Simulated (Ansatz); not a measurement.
**AlH2S2 radical: single points with varied inputs**

Aim: run AlH2S2 radical under a spread of inputs, and see what each costs and gives.

Computed with Ansatz 0.2.0, Gaussian basis. Level: the settings change from run to run.

**1. The relaxed structure**

The geometry comes from an earlier relaxation with PBE0-D4 in a triple-zeta def2 set; it is a stationary point.

5 atoms, charge 0, spin multiplicity 2.

Atoms are counted from 1 here; the program's logs count them from 0.

Bond lengths: S1–Al2 2.201 Å, S1–H4 1.344 Å, Al2–S3 2.200 Å, S3–H5 1.346 Å. Angles: Al2–S1–H4 93.7°, S1–Al2–S3 116.1°, Al2–S3–H5 92.8°.

**2. PBE/STO-3G**

Set apart from the defaults: multiplicity 4, restricted open-shell orbitals, D3(BJ) dispersion.

in.yaml

```yaml
crystal:
  periodic: [false, false, false]
  atoms:
    - {symbol: S, position_ang: [-1.188909, -0.818103, -0.684874]}
    - {symbol: Al, position_ang: [-0.203812, 0.382889, 0.874058]}
    - {symbol: S, position_ang: [1.890404, 0.936744, 0.490635]}
    - {symbol: H, position_ang: [-2.356506, -0.880585, -0.022827]}
    - {symbol: H, position_ang: [1.908823, 0.305555, -0.698392]}
basis:
  gaussian: {orbitals: STO-3G}
magnetization: {spin_polarized: false, initial_magnetization: 3}
hamiltonian: {xc: {name: PBE}, dispersion: d3bj}
```

Started as:

```sh
ansatz run in.yaml --threads 2 --pin off --events-out ev --progress --plain --max-ram 32768MiB --backend cpu
```

Standard output:

```text
Functional definition: PBE
  name "PBE"
  cite "Perdew, Burke & Ernzerhof, Phys. Rev. Lett. 77, 3865 (1996) doi:10.1103/PhysRevLett.77.3865"
  parent pbe
  parameter kappa = 0.804
  parameter beta = 0.06672455060314922
  exchange = pbe_x(kappa = kappa, mu = beta*pi^2/3)
  correlation = pbe_c(beta = beta)
314 factors; integrals over basis functions are off by at most 1.6e-5 eV
mean field evaluation 1: about -27960.3271 eV, gradient 4.8e0 eV
mean field evaluation 2: about -27960.3134 eV, gradient 4.8e0 eV
mean field evaluation 4: about -27960.4313 eV, gradient 2.6e0 eV
mean field evaluation 8: about -27959.9973 eV, gradient 6.9e0 eV
mean field evaluation 16: about -27960.4849 eV, gradient 2.1e-5 eV
mean field evaluation 32: about -27960.1706 eV, gradient 5.9e-3 eV
mean field -27960.48492433 eV, -1027.5288686718 hartree, gradient 2.1e-5 eV, S^2 3.750000; 1 other end points of the search recorded, 0 dependent functions left out
reference -27960.48494292 eV, -1027.5288693548 hartree; 25, 22 occupied and 4, 7 virtual orbitals, 314 factors
Total energy: -27960.61542484 eV, -1027.5336644769 hartree
```

It took 2.1 s on 2 threads, shared host.

**3. wB97/cc-pVTZ**

Options: atoms shaken by 0.08 Å, a grid of angular degree 11, the search for lower states set to full.

in.yaml

```yaml
crystal:
  periodic: [false, false, false]
  atoms:
    - {symbol: S, position_ang: [-1.388765, -0.659228, -0.745917]}
    - {symbol: Al, position_ang: [-0.231096, 0.328263, 0.923103]}
    - {symbol: S, position_ang: [1.774839, 0.895284, 0.580429]}
    - {symbol: H, position_ang: [-2.169884, -0.980276, -0.070533]}
    - {symbol: H, position_ang: [1.912644, 0.285078, -0.667562]}
basis:
  gaussian: {orbitals: cc-pVTZ, final_grid: {core_spheres: 5, valence_spheres: 4, degree: 11}}
magnetization: {spin_polarized: true, initial_magnetization: 1}
hamiltonian: {xc: {name: wB97}}
scf: {lower_state_search: full}
output: {forces: true}
```

Same command.

Standard output (excerpt; [...] marks lines left out):

```text
Functional definition: wB97
  name "wB97"
  cite "Chai & Head-Gordon, J. Chem. Phys. 128, 084106 (2008) doi:10.1063/1.2834918"
  cite "Becke, J. Chem. Phys. 107, 8554 (1997) doi:10.1063/1.475007"
[...]
  # The coefficients of nought are those of the uniform gas.
[...]
      + integral(e_c_pw_opposite_spin*poly(b97_u_opposite, 1, cos1, cos2, cos3, cos4))
929 factors; their error is unknown
281 factors; integrals over basis functions are off by at most 2.6e-5 eV
[...]
mean field -28300.44414677 eV, -1040.0221396637 hartree, gradient 4.1e-5 eV, S^2 0.753023; 2 other end points of the search recorded, 0 dependent functions left out
[...]
reference -28300.44414150 eV, -1040.0221394700 hartree; 24, 23 occupied and 106, 107 virtual orbitals, 929 factors
Total energy: -28300.44414150 eV, -1040.0221394700 hartree
Atom 0 at    -1.388765    -0.659228    -0.745917 Å, force    10.808629     4.562508    -8.302521 eV/Å
Atom 1 at    -0.231096     0.328263     0.923103 Å, force    -1.414096    -0.649952    -0.461772 eV/Å
Atom 2 at     1.774839     0.895284     0.580429 Å, force     1.443378    -0.195781    -1.339273 eV/Å
Atom 3 at    -2.169884    -0.980276    -0.070533 Å, force   -10.556645    -4.314319     8.862662 eV/Å
Atom 4 at     1.912644     0.285078    -0.667562 Å, force    -0.281267     0.597544     1.240905 eV/Å
Dipole moment:    -0.074273    -0.037266     0.144729 e Å
```

Run time: 9 s. Hardware: 2 threads, shared host.

Largest force 14.443 eV/Å, dipole 0.80 D, ⟨S²⟩ 0.753.

**4. wB97/x2c-TZVPPall**

This run has restricted open-shell orbitals, a point charge of -1.00 e beside it.

in.yaml

```yaml
crystal:
  periodic: [false, false, false]
  atoms:
    - {symbol: S, position_ang: [-1.188909, -0.818103, -0.684874]}
    - {symbol: Al, position_ang: [-0.203812, 0.382889, 0.874058]}
    - {symbol: S, position_ang: [1.890404, 0.936744, 0.490635]}
    - {symbol: H, position_ang: [-2.356506, -0.880585, -0.022827]}
    - {symbol: H, position_ang: [1.908823, 0.305555, -0.698392]}
basis:
  gaussian: {orbitals: x2c-TZVPPall, point_charges: [{charge: -1.00, position_ang: [6.820, -0.200, 0.416]}]}
magnetization: {spin_polarized: false, initial_magnetization: 1}
hamiltonian: {xc: {name: wB97}}
output: {forces: true}
```

Same command.

Standard output (excerpt; [...] marks lines left out):

```text
Functional definition: wB97
  name "wB97"
  cite "Chai & Head-Gordon, J. Chem. Phys. 128, 084106 (2008) doi:10.1063/1.2834918"
  cite "Becke, J. Chem. Phys. 107, 8554 (1997) doi:10.1063/1.475007"
[...]
  # The coefficients of nought are those of the uniform gas.
[...]
      + integral(e_c_pw_opposite_spin*poly(b97_u_opposite, 1, cos1, cos2, cos3, cos4))
969 factors; their error is unknown
279 factors; integrals over basis functions are off by at most 2.7e-5 eV
[...]
mean field -28373.26230771 eV, -1042.6981577205 hartree, gradient 6.7e-5 eV, S^2 0.750000; 0 other end points of the search recorded, 0 dependent functions left out
[...]
reference -28373.26230090 eV, -1042.6981574703 hartree; 24, 23 occupied and 130, 131 virtual orbitals, 969 factors
Total energy: -28373.26230090 eV, -1042.6981574703 hartree
Relativity: scalar
Atom 0 at    -1.188909    -0.818103    -0.684874 Å, force    -0.255924     0.017950     0.191967 eV/Å
Atom 1 at    -0.203812     0.382889     0.874058 Å, force     0.508871     0.052160    -0.231059 eV/Å
Atom 2 at     1.890404     0.936744     0.490635 Å, force    -0.444005    -0.130052    -0.020342 eV/Å
Atom 3 at    -2.356506    -0.880585    -0.022827 Å, force     0.172933    -0.007616    -0.131220 eV/Å
Atom 4 at     1.908823     0.305555    -0.698392 Å, force     0.029114     0.072033     0.206981 eV/Å
Dipole moment:     0.053132     0.002855     0.128663 e Å
```

Run time: 11 s. Hardware: 2 threads, shared host; peak memory 0.35 GiB.

Largest force 0.561 eV/Å, dipole 0.67 D.

**5. B97M-V/def2-TZVPD**

Set apart from the defaults: atoms shaken by 0.03 Å.

in.yaml

```yaml
crystal:
  periodic: [false, false, false]
  atoms:
    - {symbol: S, position_ang: [-1.165887, -0.833170, -0.650804]}
    - {symbol: Al, position_ang: [-0.199745, 0.408284, 0.931384]}
    - {symbol: S, position_ang: [1.939696, 1.007519, 0.484920]}
    - {symbol: H, position_ang: [-2.312731, -0.851739, 0.028400]}
    - {symbol: H, position_ang: [1.898749, 0.257042, -0.669983]}
basis:
  gaussian: {orbitals: def2-TZVPD}
magnetization: {spin_polarized: true, initial_magnetization: 1}
hamiltonian: {xc: {name: B97M-V}}
```

Launched as before.

Standard output (excerpt; [...] marks lines left out):

```text
Functional definition: B97M-V
  name "B97M-V"
  cite "Mardirossian & Head-Gordon, J. Chem. Phys. 142, 074111 (2015) doi:10.1063/1.4907719"
  cite "Becke, J. Chem. Phys. 107, 8554 (1997) doi:10.1063/1.475007"
  cite "Vydrov & Van Voorhis, J. Chem. Phys. 133, 244103 (2010) doi:10.1063/1.3521275"
  # Of w^i u^j: cxij and so on, Table III.
[...]
  gx(w, u) = cx00 + cx01*u + cx02*u^2 + (cx10 + cx11*u)*w
  gss(w, u) = css00 + css02*u^2 + css10*w + (css32*w^3 + css42*w^4)*u^2
  gos(w, u) = cos00 + cos01*u + cos03*u^3 + cos10*w + cos32*w^3*u^2
[...]
      + integral(e_c_pw_mod_opposite_spin*gos(b97_w_opposite, b97_u_opposite)) + vv10(b, c)
952 factors; their error is unknown
[...]
mean field -28295.37126280 eV, -1039.8357146164 hartree, gradient 6.9e-5 eV, S^2 0.752429; 0 other end points of the search recorded, 0 dependent functions left out
reference -28295.37134911 eV, -1039.8357177884 hartree; 24, 23 occupied and 129, 130 virtual orbitals, 952 factors
Total energy: -28295.37134911 eV, -1039.8357177884 hartree
```

Wall time 12 s (2 threads, shared host); peak memory 0.37 GiB.

⟨S²⟩ 0.752.

**6. PBE0/cc-pVDZ**

in.yaml

```yaml
crystal:
  periodic: [false, false, false]
  atoms:
    - {symbol: S, position_ang: [-1.188909, -0.818103, -0.684874]}
    - {symbol: Al, position_ang: [-0.203812, 0.382889, 0.874058]}
    - {symbol: S, position_ang: [1.890404, 0.936744, 0.490635]}
    - {symbol: H, position_ang: [-2.356506, -0.880585, -0.022827]}
    - {symbol: H, position_ang: [1.908823, 0.305555, -0.698392]}
basis:
  gaussian: {orbitals: cc-pVDZ}
magnetization: {spin_polarized: true, initial_magnetization: 1}
hamiltonian: {xc: {name: PBE0}}
output: {forces: true}
```

The command is unchanged.

Standard output (excerpt; [...] marks lines left out):

```text
Functional definition: PBE0
  name "PBE0"
  cite "Adamo & Barone, J. Chem. Phys. 110, 6158 (1999) doi:10.1063/1.478522"
  cite "Perdew, Burke & Ernzerhof, Phys. Rev. Lett. 77, 3865 (1996) doi:10.1103/PhysRevLett.77.3865"
  parent pbe
[...]
659 factors; integrals over basis functions are off by at most 5.6e-4 eV
[...]
mean field -28291.06383160 eV, -1039.6774194395 hartree, gradient 5.1e-5 eV, S^2 0.752394; 0 other end points of the search recorded, 0 dependent functions left out
[...]
reference -28291.06385752 eV, -1039.6774203920 hartree; 24, 23 occupied and 40, 41 virtual orbitals, 659 factors
Total energy: -28291.06385752 eV, -1039.6774203920 hartree
Atom 0 at    -1.188909    -0.818103    -0.684874 Å, force     0.132710    -0.154332    -0.373974 eV/Å
Atom 1 at    -0.203812     0.382889     0.874058 Å, force    -0.143068     0.103713     0.288414 eV/Å
Atom 2 at     1.890404     0.936744     0.490635 Å, force     0.278840     0.223153     0.226693 eV/Å
Atom 3 at    -2.356506    -0.880585    -0.022827 Å, force    -0.295532    -0.026140     0.149170 eV/Å
Atom 4 at     1.908823     0.305555    -0.698392 Å, force     0.027050    -0.146394    -0.290303 eV/Å
Dipole moment:    -0.257004    -0.034378     0.106938 e Å
```

It took 2.7 s on 2 threads, shared host.

Largest force 0.426 eV/Å, dipole 1.35 D, ⟨S²⟩ 0.752.

**7. LC-wPBE/cc-pVTZ-DK**

Options: high accuracy, the search for lower states set to full.

in.yaml: that of step 6 with these lines changed.

```diff
@@ -9,5 +9,6 @@
 basis:
-  gaussian: {orbitals: cc-pVDZ}
+  gaussian: {orbitals: cc-pVTZ-DK}
 magnetization: {spin_polarized: true, initial_magnetization: 1}
-hamiltonian: {xc: {name: PBE0}}
-output: {forces: true}
+hamiltonian: {xc: {name: LC-wPBE}}
+accuracy: high
+scf: {lower_state_search: full}
```

The command is unchanged.

Standard output (excerpt; [...] marks lines left out):

```text
Functional definition: LC-wPBE
  name "LC-wPBE"
  cite "Vydrov & Scuseria, J. Chem. Phys. 125, 234109 (2006) doi:10.1063/1.2409292"
  cite "Heyd & Scuseria, J. Chem. Phys. 120, 7274 (2004) doi:10.1063/1.1668634"
  cite "Ernzerhof & Perdew, J. Chem. Phys. 109, 3313 (1998) doi:10.1063/1.476928"
  cite "Perdew, Burke & Ernzerhof, Phys. Rev. Lett. 77, 3865 (1996) doi:10.1103/PhysRevLett.77.3865"
  parent pbe
[...]
2183 factors; integrals over basis functions are off by at most 3.4e-9 eV
593 factors; integrals over basis functions are off by at most 1.9e-9 eV
[...]
mean field -28365.68419677 eV, -1042.4196672801 hartree, gradient 7.2e-8 eV, S^2 0.753353; 2 other end points of the search recorded, 0 dependent functions left out
reference -28365.68419677 eV, -1042.4196672801 hartree; 24, 23 occupied and 106, 107 virtual orbitals, 2183 factors
Total energy: -28365.68419677 eV, -1042.4196672801 hartree
Relativity: scalar
```

Wall time 22 s (2 threads, shared host); peak memory 0.6 GiB.

⟨S²⟩ 0.753.

**8. PBE-QIDH/def2-SVPD**

Set apart from the defaults: relativity set to none, high accuracy.

in.yaml: that of step 7 with these lines changed.

```diff
@@ -9,6 +9,6 @@
 basis:
-  gaussian: {orbitals: cc-pVTZ-DK}
+  gaussian: {orbitals: def2-SVPD}
 magnetization: {spin_polarized: true, initial_magnetization: 1}
-hamiltonian: {xc: {name: LC-wPBE}}
+hamiltonian: {xc: {name: PBE-QIDH}, pseudopotentials: {relativity: none}}
 accuracy: high
-scf: {lower_state_search: full}
+output: {forces: true}
```

Same command.

Standard output (excerpt; [...] marks lines left out):

```text
Functional definition: PBE-QIDH
  name "PBE-QIDH"
  cite "Brémond, Sancho-García, Pérez-Jiménez & Adamo, J. Chem. Phys. 141, 031101 (2014) doi:10.1063/1.4890314"
  cite "Perdew, Burke & Ernzerhof, Phys. Rev. Lett. 77, 3865 (1996) doi:10.1103/PhysRevLett.77.3865"
[...]
1730 factors; integrals over basis functions are off by at most 3.4e-9 eV
[...]
mean field -28271.15351967 eV, -1038.9457289718 hartree, gradient 2.6e-8 eV, S^2 0.753246; 0 other end points of the search recorded, 0 dependent functions left out
15 core orbitals not correlated: weight in the atoms' cores, before any rotation towards them, 1.000 or more for the frozen orbitals, at most 0.000 for the correlated occupied ones
reference -28271.15352095 eV, -1038.9457290188 hartree; 9, 8 occupied and 70, 71 virtual orbitals, 1730 factors
second order -10.27678618 eV of doubles, -0.00000000 eV of singles
[...]
Total energy: -28274.57911634 eV, -1039.0716173276 hartree
Atom 0 at    -1.188909    -0.818103    -0.684874 Å, force    -0.002047    -0.021243    -0.039041 eV/Å
Atom 1 at    -0.203812     0.382889     0.874058 Å, force    -0.022410     0.042066     0.093404 eV/Å
Atom 2 at     1.890404     0.936744     0.490635 Å, force     0.028562     0.002235    -0.015808 eV/Å
Atom 3 at    -2.356506    -0.880585    -0.022827 Å, force    -0.044251    -0.022083    -0.010526 eV/Å
Atom 4 at     1.908823     0.305555    -0.698392 Å, force     0.040147    -0.000976    -0.028028 eV/Å
Dipole moment:    -0.252238    -0.009906     0.149392 e Å
```

Run time: 26 s. Hardware: 2 threads, shared host; peak memory 0.54 GiB.

Largest force 0.105 eV/Å, dipole 1.41 D, ⟨S²⟩ 0.753.

**9. wB97X/def2-TZVPP**

Set apart from the defaults: multiplicity 4, high accuracy.

in.yaml: that of step 8 with these lines changed.

```diff
@@ -9,6 +9,5 @@
 basis:
-  gaussian: {orbitals: def2-SVPD}
-magnetization: {spin_polarized: true, initial_magnetization: 1}
-hamiltonian: {xc: {name: PBE-QIDH}, pseudopotentials: {relativity: none}}
+  gaussian: {orbitals: def2-TZVPP}
+magnetization: {spin_polarized: true, initial_magnetization: 3}
+hamiltonian: {xc: {name: wB97X}}
 accuracy: high
-output: {forces: true}
```

The command is unchanged.

Standard output (excerpt; [...] marks lines left out):

```text
Functional definition: wB97X
  name "wB97X"
  cite "Chai & Head-Gordon, J. Chem. Phys. 128, 084106 (2008) doi:10.1063/1.2834918"
  cite "Becke, J. Chem. Phys. 107, 8554 (1997) doi:10.1063/1.475007"
[...]
  # The coefficients of nought are those of the uniform gas.
[...]
      + exact_x_lr(omega)
[...]
      + integral(e_c_pw_opposite_spin*poly(b97_u_opposite, 1, cos1, cos2, cos3, cos4))
2496 factors; integrals over basis functions are off by at most 3.9e-9 eV
415 factors; integrals over basis functions are off by at most 1.7e-9 eV
[...]
mean field -28297.00910717 eV, -1039.8959042867 hartree, gradient 6.9e-8 eV, S^2 3.759167; 6 other end points of the search recorded, 0 dependent functions left out
reference -28297.00910571 eV, -1039.8959042333 hartree; 25, 22 occupied and 129, 132 virtual orbitals, 2496 factors
Total energy: -28297.00910571 eV, -1039.8959042333 hartree
```

Wall time 1.7 min (2 threads, shared host); peak memory 1.3 GiB.

⟨S²⟩ 3.759.

**10. PBE0/def2-mTZVPP**

Set apart from the defaults: multiplicity 4, coordinates scaled by 1.12, density fitting with def2-universal-jkfit, D4 dispersion.

in.yaml

```yaml
crystal:
  periodic: [false, false, false]
  atoms:
    - {symbol: S, position_ang: [-1.331578, -0.916276, -0.767059]}
    - {symbol: Al, position_ang: [-0.228270, 0.428836, 0.978945]}
    - {symbol: S, position_ang: [2.117253, 1.049153, 0.549511]}
    - {symbol: H, position_ang: [-2.639287, -0.986255, -0.025566]}
    - {symbol: H, position_ang: [2.137882, 0.342221, -0.782199]}
basis:
  gaussian: {orbitals: def2-mTZVPP, fitting: {mean_field: def2-universal-jkfit}}
magnetization: {spin_polarized: true, initial_magnetization: 3}
hamiltonian: {xc: {name: PBE0}, dispersion: d4}
output: {forces: true}
```

The command is unchanged.

Standard output (excerpt; [...] marks lines left out):

```text
Functional definition: PBE0
  name "PBE0"
  cite "Adamo & Barone, J. Chem. Phys. 110, 6158 (1999) doi:10.1063/1.478522"
  cite "Perdew, Burke & Ernzerhof, Phys. Rev. Lett. 77, 3865 (1996) doi:10.1103/PhysRevLett.77.3865"
  parent pbe
[...]
420 factors; integrals over basis functions are off by at most 4.0e-1 eV
[...]
mean field -28286.68693718 eV, -1039.5165715363 hartree, gradient 4.0e-5 eV, S^2 3.756409; 4 other end points of the search recorded, 0 dependent functions left out
[...]
reference -28286.68696397 eV, -1039.5165725210 hartree; 25, 22 occupied and 61, 64 virtual orbitals, 420 factors
Total energy: -28286.79224207 eV, -1039.5204414197 hartree
Atom 0 at    -1.331578    -0.916276    -0.767059 Å, force    -1.979472     0.139926     1.575413 eV/Å
Atom 1 at    -0.228270     0.428836     0.978945 Å, force     0.028584    -0.081579    -0.170959 eV/Å
Atom 2 at     2.117253     1.049153     0.549511 Å, force    -0.500652    -1.551310    -2.550818 eV/Å
Atom 3 at    -2.639287    -0.986255    -0.025566 Å, force     2.471559     0.184892    -1.304624 eV/Å
Atom 4 at     2.137882     0.342221    -0.782199 Å, force    -0.020019     1.308071     2.450988 eV/Å
Dipole moment:    -0.045111    -0.117411    -0.188955 e Å
```

Wall time 3.4 s (2 threads, shared host).

Largest force 3.027 eV/Å, dipole 1.09 D, ⟨S²⟩ 3.756.

**11. All runs side by side**

```csv
level,charge,multiplicity,geometry,functions,energy (eV),time
PBE/STO-3G,0,4,relaxed,29,-27960.615,2.1 s
wB97/cc-pVTZ,0,2,shaken,130,-28300.444,9 s
wB97/x2c-TZVPPall,0,2,"relaxed, point charge",154,-28373.262,11 s
B97M-V/def2-TZVPD,0,2,shaken,153,-28295.371,12 s
PBE0/cc-pVDZ,0,2,relaxed,64,-28291.064,2.7 s
LC-wPBE/cc-pVTZ-DK,0,2,relaxed,130,-28365.684,22 s
PBE-QIDH/def2-SVPD,0,2,relaxed,94,-28274.579,26 s
wB97X/def2-TZVPP,0,4,relaxed,154,-28297.009,1.7 min
PBE0/def2-mTZVPP,0,4,scaled,86,-28286.792,3.4 s
```

**12. Summary of results**

```
                                         quantity                      value
                                             runs                          9
                                         quickest          PBE/STO-3G, 2.1 s
                                          slowest  wB97X/def2-TZVPP, 1.7 min
spread of total energies, same state and geometry                    91.1 eV
                  dipole, same state and geometry             1.35 to 1.41 D
```

In words: wB97X/def2-TZVPP took 48 times as long as PBE/STO-3G. The jobs differ in tasks and options as well as level. The totals spread over 91 eV; they can't be compared across methods or bases. Some of these runs are scalar-relativistic and others not, which shifts the totals of all-electron atoms past neon by eV; core potentials, where a basis has them, take the core out of the total altogether. At the PBE0-D4/def2-TZVP geometry and in the same state, runs without warnings or point charges leave forces up to 0.43 eV/Å (PBE0/cc-pVDZ), against 14.4 eV/Å where the atoms were moved.
